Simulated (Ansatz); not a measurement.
Geometry optimisation, RKS r2SCANh/STO-3G in Ansatz 0.2.0.

input.yaml

```yaml
crystal:
  periodic: [false, false, false]
  atoms:
    - { symbol: O, position_ang: [-1.2234, -0.8669, 1.1761] }
    - { symbol: C, position_ang: [-0.8662, 0.392, 0.7012] }
    - { symbol: C, position_ang: [-0.0809, 0.5138, -0.3608] }
    - { symbol: C, position_ang: [0.577, -0.5427, -1.2113] }
    - { symbol: Cl, position_ang: [0.1007, -0.2064, -2.9206] }
    - { symbol: C, position_ang: [0.4321, 1.0201, 0.9094] }
    - { symbol: H, position_ang: [-2.2135, -0.7566, 1.2582] }
    - { symbol: H, position_ang: [0.14, -1.5257, -0.9778] }
    - { symbol: H, position_ang: [1.5974, -0.5765, -1.089] }
    - { symbol: H, position_ang: [1.1671, 0.4174, 1.4658] }
    - { symbol: H, position_ang: [0.435, 2.0747, 1.0694] }
basis:
  gaussian: { orbitals: STO-3G }
hamiltonian:
  xc: r2scanh
relax:
  f_tol: 0.015
  max_steps: 40
output:
  orbitals: {}
```

Launched with:

```bash
$ ansatz run input.yaml --threads 1 --pin off --max-ram 2048MiB --backend cpu --events-out ev --progress --plain --runs-dir out
```

**Question.** Where does it end, and by what steps?

**Answer.** It converged. Limits of this set-up: minimal basis. After 12 steps the energy has fallen by 2.284 eV; H7 moved furthest, 1.06 Å.

```csv
step,energy less start (eV),largest force component (eV/Å),accepted
0,0.0000,4.674,yes
1,-1.0321,1.894,yes
2,-1.3671,1.497,yes
3,-1.6148,1.941,yes
4,-1.9369,1.392,yes
5,-2.1374,0.666,yes
6,-2.2059,0.675,yes
7,-2.2482,0.435,yes
8,-2.2771,0.151,yes
9,-2.2827,0.054,yes
10,-2.2833,0.021,yes
11,-2.2835,0.019,yes
12,-2.2836,0.010,yes
```

```xyz
11
Properties=species:S:1:pos:R:3
O -1.913 -0.702 1.280
C -0.765 -0.136 0.779
C 0.172 -0.149 -0.150
C 0.751 -0.676 -1.404
Cl 0.279 0.363 -2.889
C 0.293 0.933 0.922
H -2.098 -0.154 2.120
H 0.386 -1.694 -1.627
H 1.855 -0.665 -1.393
H 1.062 0.845 1.706
H 0.044 1.977 0.677
```

Run time: 45 s on 1 thread of Intel(R) Xeon(R) Processor @ 2.70GHz, with other jobs on the host, peak memory 0.16 GiB.
